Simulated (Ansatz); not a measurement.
Molecule: O2, charge 0, multiplicity 3. 
Structure (B3LYP-D3(BJ)/def2-TZVP (Ansatz, a program for electronic structure) minimum search):
SMILES: O=O
```xyz
2

O      0.0000     0.0000    -0.6021
O      0.0000     0.0000     0.6021
```
Charge 0, spin multiplicity 3.

Basis-set convergence of Hartree-Fock and CCSD(T) correlation energies (hartree) with Ansatz. Valence correlation only, unless marked. UHF or UKS for open shells. Spin-orbit coupling is left out. Non-relativistic.

| basis | functions | E(HF) | E(corr, CCSD(T)) |
|---|---|---|---|
| def2-SVPD | 46 | -149.50071 | -0.37036 |
| def2-TZVPPD | 80 | -149.68471 | -0.45343 |
| def2-QZVPPD | 132 | -149.69101 | -0.48480 |

Extrapolating the two largest sets (X = 3 and 4) as X^-3: E(corr) = (64·(-0.48480) - 27·(-0.45343))/37 = -0.5077 Eh, an estimate of the basis-set limit. The largest set recovers 95.5 % of it, the smallest 73.0 %.
